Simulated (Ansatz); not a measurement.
Two shapes of singlet CH2O2.

Shape 1:

```xyz
5

C    -0.0126   -0.3799   -0.0539
O    -0.0030   -0.3736    1.0519
O    -0.0154    0.6585   -0.9479
H    -0.0200   -1.2939   -0.6847
H    -0.0399    1.4150   -0.3451
```

Shape 2:

```xyz
5

C     0.0000   -0.4388   -0.1021
O     0.0000   -0.3914    1.1886
O     0.0000    0.7063   -0.9726
H     0.0000   -1.4441   -0.7560
H     0.0000    1.5580   -0.3598
```

Basis set: cc-pVTZ (spherical functions). Correlated methods keep 3 orbitals frozen. Charge 0, multiplicity 1.

Computed with Ansatz (development build ahead of 0.2.0); each method stands on the lowest determinant of its kind that the runs found.

Problem. Which shape is lower in energy, and by how much in each method?

Solution.

```json
{"method": "RHF", "E(2) − E(1) (eV)": "0.965"}
{"method": "RHF-MP2", "E(2) − E(1) (eV)": "0.249"}
```

Shape 1 is lower. Caution: no unrestricted run beside it, a lower state can exist.
